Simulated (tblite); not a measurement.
Species: C₅H₁₁N (charge +1 and doublet state).
Bonds: C1–C2 (double), C2–N3, N3–C4, N3–C5, C5–C6. Hydrogens: H7, H8 on C1; H9 on C2; H10, H11, H12 on C4; H13, H14 on C5; H15, H16, H17 on C6.

Computed geometry: GFN2-xTB, gas phase. This method treats the open shell by occupation alone, without spin polarisation.

Question: List the bond lengths, angles and torsions at this level.

Answer: 
```json
{"bond": "C1=C2", "length (bohr)": "2.572", "order": "double"}
{"bond": "C2–N3", "length (bohr)": "2.529", "order": "single"}
{"bond": "N3–C4", "length (bohr)": "2.701", "order": "single"}
{"bond": "N3–C5", "length (bohr)": "2.704", "order": "single"}
{"bond": "C5–C6", "length (bohr)": "2.908", "order": "single"}
{"bond": "C1–H7", "length (bohr)": "2.033", "order": "single"}
{"bond": "C1–H8", "length (bohr)": "2.034", "order": "single"}
{"bond": "C2–H9", "length (bohr)": "2.047", "order": "single"}
{"bond": "C4–H10, C4–H11, C4–H12", "length (bohr)": "2.063", "order": "single"}
{"bond": "C5–H13, C5–H14", "length (bohr)": "2.065", "order": "single"}
{"bond": "C6–H15, C6–H16, C6–H17", "length (bohr)": "2.053", "order": "single"}
```

Bonds in one row agree within 0.02 bohr and their mean is given. Orders are formal, as drawn. A selection of angles:
```json
{"angle": "C2–C1–H7", "degrees": "119.7"}
{"angle": "C2–C1–H8", "degrees": "123.6"}
{"angle": "H7–C1–H8", "degrees": "116.7"}
{"angle": "C1–C2–N3", "degrees": "125.7"}
{"angle": "C1–C2–H9", "degrees": "119.1"}
{"angle": "N3–C2–H9", "degrees": "115.2"}
{"angle": "C2–N3–C4", "degrees": "121.9"}
{"angle": "C2–N3–C5", "degrees": "120.1"}
{"angle": "C4–N3–C5", "degrees": "117.9"}
{"angle": "N3–C4–H10", "degrees": "110.4"}
{"angle": "N3–C4–H11", "degrees": "111.3"}
{"angle": "H10–C4–H11", "degrees": "109.0"}
{"angle": "H10–C4–H12", "degrees": "108.3"}
{"angle": "N3–C5–C6", "degrees": "110.3"}
{"angle": "N3–C5–H13", "degrees": "110.1"}
{"angle": "C6–C5–H13", "degrees": "109.1"}
{"angle": "H13–C5–H14", "degrees": "109.3"}
{"angle": "C5–C6–H15", "degrees": "111.3"}
{"angle": "C5–C6–H16", "degrees": "108.7"}
{"angle": "H15–C6–H16", "degrees": "108.6"}
```

Torsions: C1–C2–N3–C4 2° (synperiplanar); C2–N3–C5–C6 -96° (anticlinal). The mirror-image conformer, all signs reversed, is as good.

C1 (carbon bonded to C and 2 H) is planar (angles 123.6°, 119.7° and 116.7°, sum 360.0°, 0.00 Å off the plane of its three neighbours). The C–N distances run from 1.338 Å (C2–N3, drawn single in one of several resonance forms) to 1.431 Å (N3–C5, drawn single), a spread of 0.093 Å. The 2 C–C bonds span 1.361 Å (C1=C2, drawn double in one of several resonance forms) to 1.539 Å (C5–C6, drawn single), a spread of 0.178 Å. N3 (nitrogen bonded to 3 C) is planar (angles 121.9°, 120.1° and 117.9°, sum 359.9°, 0.03 Å off the plane of its three neighbours). C2 (carbon bonded to C, N and H) is planar (angles 125.7°, 119.1° and 115.2°, sum 360.0°, 0.00 Å off the plane of its three neighbours). Of the pairs four or more bonds apart, H9···H13 is among the closest relative to their van der Waals radii: 2.20 Å, 92 % of the sum of Bondi's values.

Point group: C1 (no symmetry element, even within 0.4 Å). Its GFN2-xTB frequencies are all real (lowest 61 cm⁻¹). 3 starts were optimised and ended at 0.00, 0.48 and 0.74 kcal/mol (GFN2-xTB); the lowest of these is shown.
